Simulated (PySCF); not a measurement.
## Magnesium: a sound run and one with changed settings

Sound run: Mg [Ne] 3s2, Mg⁺ [Ne] 3s1. Computed with PySCF 2.14 in aug-cc-pVDZ-DK, with the spin-free X2C one-electron Hamiltonian (Gaussian nucleus). In the sound run the correlated levels freeze [Ne]. The sound run starts from symmetry-adapted Hartree-Fock orbitals and uses a fine grid where one is needed.

Changed run: the non-relativistic Hamiltonian (point nucleus). This setting is unsound on purpose.

```json
{"species": "Mg", "method": "UHF", "sound run (hartree)": "-199.91423", "changed run (hartree)": "-199.55773", "converged": "yes"}
{"species": "Mg", "method": "M06-2X", "sound run (hartree)": "-200.36360", "changed run (hartree)": "-200.00716", "converged": "yes"}
{"species": "Mg", "method": "TPSS", "sound run (hartree)": "-200.39017", "changed run (hartree)": "-200.03387", "converged": "yes"}
{"species": "Mg", "method": "MP2", "sound run (hartree)": "-199.93589", "changed run (hartree)": "-199.57939", "converged": "yes"}
{"species": "Mg", "method": "CCSD(T)", "sound run (hartree)": "-199.94713", "changed run (hartree)": "-199.59065", "converged": "yes"}
{"species": "Mg⁺", "method": "UHF", "sound run (hartree)": "-199.67045", "changed run (hartree)": "-199.31441", "converged": "yes"}
{"species": "Mg⁺", "method": "M06-2X", "sound run (hartree)": "-200.07714", "changed run (hartree)": "-199.72126", "converged": "yes"}
{"species": "Mg⁺", "method": "TPSS", "sound run (hartree)": "-200.11130", "changed run (hartree)": "-199.75550", "converged": "yes"}
```

Ionisation energy of Mg:

```
 method  sound run (eV)  changed run (eV)
    UHF           6.634             6.621
 M06-2X           7.795             7.780
   TPSS           7.588             7.575
    MP2           7.223             7.211
SCS-MP2           7.341             7.328
   CCSD           7.529             7.517
CCSD(T)           7.529             7.517
  CCSDT           7.529             7.517
    FCI           7.529             7.517
```

Most of the change in total energy is the relativistic energy itself. On top of that the contraction fixes the core shape for the Hamiltonian it was made with, so the changed run is not a good calculation with the other Hamiltonian either.

For comparison, NIST gives 7.646 eV between the lowest levels.
